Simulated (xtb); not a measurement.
xtb single point, GFN2-xTB, GBSA implicit acetonitrile, on benzene, C6H6 (SMILES c1ccccc1), charge 0, multiplicity 1.

```
xtb m.xyz --gfn 2 --chrg 0 --uhf 0 --norestart --sp --gbsa acetonitrile

12

C     -0.291653     1.353491     0.000344
C      1.026463     0.929368     0.000266
C      1.318053    -0.424107     0.000164
C      0.291681    -1.353449    -0.000030
C     -1.026252    -0.929318    -0.000101
C     -1.318058     0.424254     0.000215
H     -0.519165     2.409651    -0.000228
H      1.827408     1.654484    -0.000344
H      2.346527    -0.755198    -0.000304
H      0.519386    -2.409651     0.000027
H     -1.827131    -1.654622    -0.000183
H     -2.346527     0.755140    -0.000289
```

It prints:

```

          ...................................................
          :                      SETUP                      :
          :.................................................:
          :  # basis functions                  30          :
          :  # atomic orbitals                  30          :
          :  # shells                           18          :
          :  # electrons                        30          :
          :  max. iterations                   250          :
          :  Hamiltonian                  GFN2-xTB          :
          :  restarted?                      false          :
          :  GBSA solvation                   true          :
          :  PC potential                    false          :
          :  electronic temp.          300.0000000     K    :
          :  accuracy                    1.0000000          :
          :  -> integral cutoff          0.2500000E+02      :
          :  -> integral neglect         0.1000000E-07      :
          :  -> SCF convergence          0.1000000E-05 Eh   :
          :  -> wf. convergence          0.1000000E-03 e    :
          :  Broyden damping             0.4000000          :
          :  net charge                          0          :
          :  unpaired electrons                  0          :
          ...................................................

 iter      E             dE          RMSdq      gap      omega  full diag
   1    -16.1926688 -0.161927E+02  0.482E+00    4.95       0.0  T
   2    -16.2025438 -0.987505E-02  0.288E+00    4.94       1.0  T
   3    -16.2029806 -0.436709E-03  0.402E-01    4.93       1.0  T
   4    -16.2032956 -0.315096E-03  0.466E-02    4.93       1.0  T
   5    -16.2032957 -0.218219E-07  0.748E-03    4.93       3.9  T
   6    -16.2032957 -0.118710E-07  0.841E-04    4.93      34.3  T
   7    -16.2032957 -0.293933E-08  0.477E-04    4.93      60.5  T

   *** convergence criteria satisfied after 7 iterations ***

         #    Occupation            Energy/Eh            Energy/eV
      -------------------------------------------------------------
         1        2.0000           -0.6407430             -17.4355
       ...           ...                  ...                  ...
         9        2.0000           -0.4751418             -12.9293
        10        2.0000           -0.4751338             -12.9290
        11        2.0000           -0.4738355             -12.8937
        12        2.0000           -0.4201874             -11.4339
        13        2.0000           -0.4201733             -11.4335
        14        2.0000           -0.4016112             -10.9284
        15        2.0000           -0.4016082             -10.9283 (HOMO)
        16                         -0.2202758              -5.9940 (LUMO)
        17                         -0.2202672              -5.9938
        18                         -0.0889891              -2.4215
        19                          0.1193826               3.2486
        20                          0.1388955               3.7795
       ...                                ...                  ...
        30                          0.6751967              18.3730
      -------------------------------------------------------------
                  HL-Gap            0.1813324 Eh            4.9343 eV
             Fermi-level           -0.3109420 Eh           -8.4612 eV


         :::::::::::::::::::::::::::::::::::::::::::::::::::::
         ::                     SUMMARY                     ::
         :::::::::::::::::::::::::::::::::::::::::::::::::::::
         :: total energy             -15.886359192482 Eh    ::
         :: total w/o Gsasa/hb       -15.879680182445 Eh    ::
         :: gradient norm              0.001223328183 Eh/a0 ::
         :: HOMO-LUMO gap              4.934305133813 eV    ::
         ::.................................................::
         :: SCC energy               -16.203288902234 Eh    ::
         :: -> isotropic ES            0.000951297198 Eh    ::
         :: -> anisotropic ES          0.002530887736 Eh    ::
         :: -> anisotropic XC          0.012392887271 Eh    ::
         :: -> dispersion             -0.008006708673 Eh    ::
         :: -> Gsolv                  -0.006730842683 Eh    ::
         ::    -> Gelec               -0.000051832647 Eh    ::
         ::    -> Gsasa               -0.008600820992 Eh    ::
         ::    -> Ghb                 -0.000125464397 Eh    ::
         ::    -> Gshift               0.002047275352 Eh    ::
         :: repulsion energy           0.316929709752 Eh    ::
         :: add. restraining           0.000000000000 Eh    ::
         :: total charge               0.000000000000 e     ::
         :::::::::::::::::::::::::::::::::::::::::::::::::::::

           -------------------------------------------------
          |                Property Printout                |
           -------------------------------------------------

[... lines cut ...]
        26                          0.4143931              11.2762
       ...                                ...                  ...
        30                          0.6751967              18.3730
      -------------------------------------------------------------
                  HL-Gap            0.1813324 Eh            4.9343 eV
             Fermi-level           -0.3109420 Eh           -8.4612 eV

     #   Z          covCN         q      C6AA      α(0)
     1   6 C        2.920    -0.031    28.770     8.796
     2   6 C        2.920    -0.031    28.770     8.796
     3   6 C        2.920    -0.031    28.770     8.796
     4   6 C        2.920    -0.031    28.770     8.796
     5   6 C        2.920    -0.031    28.770     8.796
     6   6 C        2.920    -0.031    28.770     8.796
     7   1 H        0.926     0.031     2.574     2.509
     8   1 H        0.926     0.031     2.574     2.509
     9   1 H        0.926     0.031     2.574     2.509
    10   1 H        0.926     0.031     2.574     2.509
    11   1 H        0.926     0.031     2.575     2.509
    12   1 H        0.926     0.031     2.574     2.509

 Mol. C6AA /au·bohr⁶  :       1747.178920
 Mol. C8AA /au·bohr⁸  :      42645.117585
 Mol. α(0) /au        :         67.829147

Wiberg/Mayer (AO) data.
largest (>0.10) Wiberg bond orders for each atom

 ---------------------------------------------------------------------------
     #   Z sym  total        # sym  WBO       # sym  WBO       # sym  WBO
 ---------------------------------------------------------------------------
     1   6 C    3.993 --     6 C    1.441     2 C    1.441     7 H    0.971
                             4 C    0.114
     2   6 C    3.993 --     3 C    1.441     1 C    1.441     8 H    0.971
                             5 C    0.114
     3   6 C    3.993 --     2 C    1.441     4 C    1.441     9 H    0.971
                             6 C    0.114
     4   6 C    3.993 --     5 C    1.441     3 C    1.441    10 H    0.971
                             1 C    0.114
     5   6 C    3.993 --     4 C    1.441     6 C    1.441    11 H    0.971
                             2 C    0.114
     6   6 C    3.993 --     1 C    1.441     5 C    1.441    12 H    0.971
                             3 C    0.114
     7   1 H    0.999 --     1 C    0.971
     8   1 H    0.999 --     2 C    0.971
     9   1 H    0.999 --     3 C    0.971
    10   1 H    0.999 --     4 C    0.971
    11   1 H    0.999 --     5 C    0.971
    12   1 H    0.999 --     6 C    0.971
 ---------------------------------------------------------------------------


molecular dipole:
                 x           y           z       tot (Debye)
 q only:       -0.000       0.000      -0.000
   full:       -0.000       0.000      -0.000       0.001
molecular quadrupole (traceless):
                xx          xy          yy          xz          yz          zz
 q only:        0.688      -0.000       0.687      -0.000      -0.000      -1.375
  q+dip:        2.704      -0.000       2.702      -0.000      -0.001      -5.407
   full:        1.368      -0.000       1.367      -0.000      -0.001      -2.735

           -------------------------------------------------
          | TOTAL ENERGY              -15.886359192482 Eh   |
          | GRADIENT NORM               0.001223328183 Eh/α |
          | HOMO-LUMO GAP               4.934305133813 eV   |
           -------------------------------------------------
```

The total energy is -432.29 eV, -0.18 eV from the same level's vacuum run.
